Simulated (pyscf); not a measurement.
`[NH2][InH2]` + `[NH3]` → `[NH3]` + `[NH2][InH2]` (four-centre exchange; singlet surface; In–N, H–N broken, H–N, In–N formed). Structures and frequencies: ωB97X-D3(BJ)/def2-SVP in PySCF. MP2 and CC: frozen core, UHF for open shells. ΔMP2 is the change of the MP2 total energy from the triple- to the quadruple-zeta basis. Energies in eV from the separated reactants.

```csv
level,barrier,reaction energy
PBE/def2-TZVP,-0.33,0.00
r²SCAN/def2-TZVP,-0.37,0.00
PBE0-D3(BJ)/def2-TZVP,-0.35,0.00
M06-2X/def2-TZVP,-0.34,0.00
ωB97M-D3(BJ)/def2-TZVP,-0.21,0.00
HF/def2-TZVP,0.31,0.00
CCSD(T)/def2-TZVPP + ΔMP2(QZVPP),-0.21,0.00
```

On the reactant side the descent ends in an adduct with a In–N contact, 0.86 eV under the separated species and 0.56 eV under the saddle at ωB97X-D3(BJ)/def2-TZVP. On the product side the descent ends in an adduct with a In–N contact, 0.86 eV under the separated species and 0.56 eV under the saddle at ωB97X-D3(BJ)/def2-TZVP. At PBE, r²SCAN, PBE0-D3(BJ), M06-2X, ωB97M-D3(BJ)/def2-TZVP, CCSD(T) the saddle lies under the separated reactants, which points to a path from their complex (located at ωB97X-D3(BJ) alone). At PBE, r²SCAN, PBE0-D3(BJ), M06-2X, ωB97M-D3(BJ)/def2-TZVP, CCSD(T) the saddle lies under the separated products, which points to a path from their complex (located at ωB97X-D3(BJ) alone). What is counted as formed (In–N) is already present as a longer contact in the reactant adduct; forming that adduct is a step of its own. What is counted as broken (In–N) persists as a longer contact in the product adduct; parting that adduct is a step of its own. At ωB97X-D3(BJ)/def2-TZVP the barrier from the zero used here is -0.30 eV. One saddle was located; it need not be the lowest between these sides. The CCSD(T) − MP2 part came from Ansatz, without density fitting, on the same reference. The frozen core leaves the outer d or s,p core shells of the metals and heavy elements correlated in the MP2 and CC values, and def2-TZVPP describes them poorly, which can shift differences by a few kcal/mol. Elements past Kr carry the def2 core potentials, without spin-orbit coupling.
